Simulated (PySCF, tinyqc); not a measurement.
Worked calculation: G0W0 on RHF in the sto-6g basis, for OH-, spin multiplicity 1. The basis has no diffuse functions, so it cannot describe the extra electron: this is an exercise in the method, not the real anion. The lowest restricted solution is unstable here: a spin-polarised one lies 0.0001 hartree lower (PySCF). One step of it, computed by the program tinyqc.

Problem. G0W0 on Hartree-Fock: LUMO. W(p,q,m) = sqrt2 sum_ia (pq|ia) (X+Y)_ia,m; Sigma_c(x) = sum_(i,m) W^2/(x - e_i + w_m) + sum_(a,m) W^2/(x - e_a - w_m); solve x = e_p + Sigma_c(x) by Newton steps; Z = 1/(1 - dSigma/dx); 1 hartree = 27.211386 eV.

orbital energies (hartree): MO1 -19.847736, MO2 -0.624198, MO3 0.101607, MO4 0.127565, MO5 0.127565, MO6 0.838530

Two-electron integrals over orbitals (pq|rs), unique and non-zero (hartree):
```
(11|11) 4.764371    (21|11) -0.474954   (21|21) 0.075961    (22|11) 1.104347
(22|21) -0.021699   (22|22) 0.769979    (31|11) 0.097336    (31|21) -0.015914
(31|22) 0.004089    (31|31) 0.008865    (32|11) -0.139153   (32|21) 0.004298
(32|22) -0.069531   (32|31) 0.007874    (32|32) 0.079833    (33|11) 0.562979
(33|21) -0.003715   (33|22) 0.482354    (33|31) 0.000435    (33|32) 0.038850
(33|33) 0.610004    (41|41) 0.026632    (42|41) 0.035259    (42|42) 0.166883
(43|41) -0.006536   (43|42) -0.027710   (43|43) 0.017925    (44|11) 1.117103
(44|21) -0.012791   (44|22) 0.790655    (44|31) 0.002545    (44|32) -0.076607
(44|33) 0.466049    (44|44) 0.880663    (51|51) 0.026632    (52|51) 0.035259
(52|52) 0.166883    (53|51) -0.006536   (53|52) -0.027710   (53|53) 0.017925
(54|54) 0.047461    (55|11) 1.117103    (55|21) -0.012791   (55|22) 0.790655
(55|31) 0.002545    (55|32) -0.076607   (55|33) 0.466049    (55|44) 0.785741
(55|55) 0.880663    (61|11) -0.077388   (61|21) 0.011959    (61|22) -0.004322
(61|31) 0.008561    (61|32) 0.017838    (61|33) -0.000984   (61|44) -0.002062
(61|55) -0.002062   (61|61) 0.024040    (62|11) 0.094008    (62|21) -0.003804
(62|22) 0.044858    (62|31) 0.014786    (62|32) 0.067232    (62|33) 0.008974
(62|44) 0.052336    (62|55) 0.052336    (62|61) 0.026764    (62|62) 0.121193
(63|11) 0.321806    (63|21) -0.004514   (63|22) 0.190295    (63|31) -0.001585
(63|32) -0.077909   (63|33) -0.064690   (63|44) 0.194320    (63|55) 0.194320
(63|61) -0.006036   (63|62) 0.004048    (63|63) 0.187266    (64|41) 0.005095
(64|42) 0.020750    (64|43) 0.017413    (64|64) 0.038230    (65|51) 0.005095
(65|52) 0.020750    (65|53) 0.017413    (65|65) 0.038230    (66|11) 0.951483
(66|21) -0.011245   (66|22) 0.683993    (66|31) 0.006501    (66|32) -0.012808
(66|33) 0.557128    (66|44) 0.676737    (66|55) 0.676737    (66|61) 0.006532
(66|62) 0.061243    (66|63) 0.108757    (66|66) 0.700974
```

excitation energies w (hartree): 0.783704  0.783704  1.046363  1.687606  20.734311

X + Y:
```
             1         2          3          4          5
1>6   0.000000  0.000000   0.001036  -0.004820   0.998840
2>6   0.000000  0.000000  -0.011424   0.930948   0.000366
3>6   0.000000  0.000000   0.839170   0.006385  -0.000041
4>6  -0.035116  0.951816   0.000000   0.000000   0.000000
5>6   0.951816  0.035116   0.000000   0.000000   0.000000
```

Give: The 12 largest terms at x = e_p; Newton steps; quasiparticle energy of the LUMO; Hartree-Fock value.

Solution.

The 12 largest terms at x = e_p (hartree; W for the signs of X + Y given):
```
q  m        W       term
3  3   0.2222     0.0277
6  3   0.1281    -0.0157
2  4   0.1594     0.0081
6  4   0.0816    -0.0039
5  1   0.0515     0.0018
4  2   0.0515     0.0018
2  5   0.0379   6.46e-05
1  4   0.0350   5.48e-05
1  5   0.0340   2.79e-05
3  4   0.0071   2.06e-05
6  5   0.0093  -4.13e-06
3  5  -0.0085   3.39e-06
```

Newton steps (hartree):
```
step       x  Sigma_c(x)       Z
0     0.8385      0.0198  0.9636
1     0.8577      0.0191  0.9634
2     0.8576      0.0191  0.9634
```

quasiparticle energy of the LUMO = 23.3378 eV

Hartree-Fock value = 22.8176 eV
